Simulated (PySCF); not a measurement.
Compound: nitrogen trifluoride, NF₃.
InChI=1S/F3N/c1-4(2)3

Computed, not measured: MP2 and CCSD/aug-cc-pVDZ in PySCF, restricted Hartree–Fock reference, frozen core, non-relativistic, gas phase, PBE0-D3(BJ)/def2-SVP geometry.

E(HF) = -352.59179 Eh.

Q: How large is the problem?

A: 92 basis functions and 34 electrons; 4 orbitals frozen, which leaves o = 13 correlated occupied and v = 75 virtual orbitals. That is o·v = 975 singles and o·v(o·v + 1)/2 = 475800 distinct closed-shell doubles amplitudes before symmetry; the costliest CCSD step grows as o²v⁴ = 5.3 × 10^9.

Q: What are the MP2 and CCSD correlation energies?

A: MP2 -0.7916 Eh and CCSD -0.8022 Eh, which gives totals of -353.38343 and -353.39395 Eh. That is 0.840 eV for each correlated electron at CCSD (2106 kJ/mol in all, 0.227 % of the total energy); MP2 gives 98.7 % of the CCSD value.

Q: What is the T1 diagnostic?

A: 0.0170, below the customary warning level of 0.02. It is the norm of the spatial-orbital singles amplitudes over the root of the number of correlated electrons, so the norm is 0.087.

Q: How does correlation change the dipole moment?

A: HF gives 0.33 D and CCSD (unrelaxed density) 0.16 D, a change of -0.17 D.

Connected triples and the basis-set limit are missing.

The job also held the EOM ionisation and excitation roots. The run took 6.9 min of wall time on an Arm Neoverse V2 with one thread, on a shared host, and the process peaked at 1.1 GiB of memory.
